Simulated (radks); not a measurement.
# Al³⁺ in [He] 2s2 2p5 3p1: an all-electron calculation

Wanted: eigenvalues, radial structure and energy terms of the aluminium ion Al3+.

Method: Dirac Kohn-Sham, OLYP, spin-unpolarised, spherical densities, point nucleus; open shells fill j = l - 1/2 first. Code: radks (a radial shooting solver on a logarithmic mesh, Libxc functionals) version 1.

## Step 1: Starting point

- element: aluminium (Z = 13)
- charge: +3
- electrons: 10
- configuration: [He] 2s2 2p5 3p1

## Step 2: Self-consistent calculation

The run's settings:

```text
Z 13
configuration [He] 2s2 2p5 3p1
relativity Dirac
functional optx,lyp
spin unpolarised
j_filling energy
nucleus point
c 137.035999084
```

**Question.** What will this run give?

As calculated:

```
                        quantity                   value
                    total energy      -237.72065 hartree
exchange-correlation share of it                  7.16 %
                            −T/E                  1.0026
          highest occupied level       3p1/2, -30.293 eV
    most extended occupied level  3p1/2, <r> = 2.12 bohr
 radius at density 0.001 e/bohr³               3.32 bohr
    maxima of the radial density                       2
```

3 principal shells are occupied and 2 maxima appear in the radial density; where shells overlap, one shows as a shoulder or not at all. −T/E is 1.003: with relativity the kinetic term as defined here no longer equals −E. This is not the tabulated ground configuration, so its levels and sizes aren't those of the ground state, and no measured value stands beside it.
